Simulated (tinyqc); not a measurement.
UHF in the sto-3g basis, for H2O, spin multiplicity 3, step by step. This run ends on a higher stationary point, not on the lowest solution. One step of it, computed by the program tinyqc.

Question. Orthogonalisation. S = U s U^T; symmetric (Loewdin) form X = U s^(-1/2) U^T, so that X^T S X = 1.

overlap S:
```
           1O 1s     1O 2s    1O 2px     1O 2py    1O 2pz     2H 1s      3H 1s
1O 1s   1.000000  0.236704  0.000000   0.000000  0.000000  0.050074   0.050074
1O 2s   0.236704  1.000000  0.000000   0.000000  0.000000  0.454320   0.454320
1O 2px  0.000000  0.000000  1.000000   0.000000  0.000000  0.000000   0.000000
1O 2py  0.000000  0.000000  0.000000   1.000000  0.000000  0.296531  -0.296531
1O 2pz  0.000000  0.000000  0.000000   0.000000  1.000000  0.241246   0.241246
2H 1s   0.050074  0.454320  0.000000   0.296531  0.241246  1.000000   0.244529
3H 1s   0.050074  0.454320  0.000000  -0.296531  0.241246  0.244529   1.000000
```

Give: eigenvalues of S; X.

Answer.

eigenvalues of S: 0.363  0.441  0.884  1.000  1.098  1.315  1.901

X:
```
         1O 1s   1O 2s  1O 2px  1O 2py  1O 2pz   2H 1s   3H 1s
1O 1s    1.024  -0.142   0.000   0.000  -0.010   0.021   0.021
1O 2s   -0.142   1.223   0.000   0.000   0.104  -0.277  -0.277
1O 2px   0.000   0.000   1.000   0.000   0.000   0.000   0.000
1O 2py   0.000   0.000   0.000   1.100   0.000  -0.215   0.215
1O 2pz  -0.010   0.104   0.000   0.000   1.054  -0.144  -0.144
2H 1s    0.021  -0.277   0.000  -0.215  -0.144   1.190  -0.088
3H 1s    0.021  -0.277   0.000   0.215  -0.144  -0.088   1.190
```
